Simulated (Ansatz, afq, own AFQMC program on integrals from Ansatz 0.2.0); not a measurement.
## HCl$_{2}$, doublet: AFQMC among the cluster methods

```tsv
atom	x (Å)	y (Å)	z (Å)
Cl	0.0000	0.0000	-1.6383
H	0.0000	0.0000	-0.0573
Cl	0.0000	0.0000	1.6957
```

Connectivity, by distances: Cl ··· Cl, 1 bridging H.

Basis cc-pVTZ. Only valence electrons are correlated. AFQMC by an in-house program on the Cholesky factors that Ansatz 0.2.0 writes for its CCSD(T) run. The CISD trial takes its coefficients from CCSD amplitudes. Released means that phaseless walkers are propagated on without the constraint, phases kept. Error bars are statistical, one sigma.

Determinant: UHF, the one that the program's search chose, which needn't be the lowest solution. The geometry is a point of a scan.

No full CI on the walks' own integrals is used here; CCSDT(Q) serves as the reference and is uncertain by about the last step of the cluster series.

Cautions: unrestricted determinant slightly spin contaminated (⟨S²⟩ 0.84 against 0.75).

The T1 diagnostic is 0.0190 and the weight of the determinant in the CISD state is 0.840. The ⟨S²⟩ of the determinant is 0.844 and the size of the correlated space is 15 electrons in 72 orbitals.

Reference: CCSDT(Q), correlation energy -11.860 eV. The released energy is read at 1.50 1/Eh (meV from the phaseless value at times in 1/Eh: -10 ± 6 at 0.24, -16 ± 6 at 0.51, -34 ± 8 at 0.99, -35 ± 6 at 1.50).

```json
{"level": "HF", "E − E(reference) (kcal/mol)": "273.50", "share of correlation (%)": "0.00"}
{"level": "MP2", "E − E(reference) (kcal/mol)": "40.33", "share of correlation (%)": "85.25"}
{"level": "CCSD", "E − E(reference) (kcal/mol)": "11.65", "share of correlation (%)": "95.74"}
{"level": "CCSD(T)", "E − E(reference) (kcal/mol)": "1.43", "share of correlation (%)": "99.48"}
{"level": "CCSDT", "E − E(reference) (kcal/mol)": "0.50", "share of correlation (%)": "99.82"}
{"level": "ph-AFQMC/CISD", "E − E(reference) (kcal/mol)": "0.78 ± 0.14", "share of correlation (%)": "99.72"}
{"level": "released AFQMC", "E − E(reference) (kcal/mol)": "-0.04 ± 0.15", "share of correlation (%)": "100.01"}
```

A walk keeps the symmetry of its determinant, which the program's search chose and which needn't be the lowest solution, so a lower state of the same spin and another symmetry isn't excluded. Released energies are given only where the last usable release times agree within the noise; a slower fall can still hide under it.
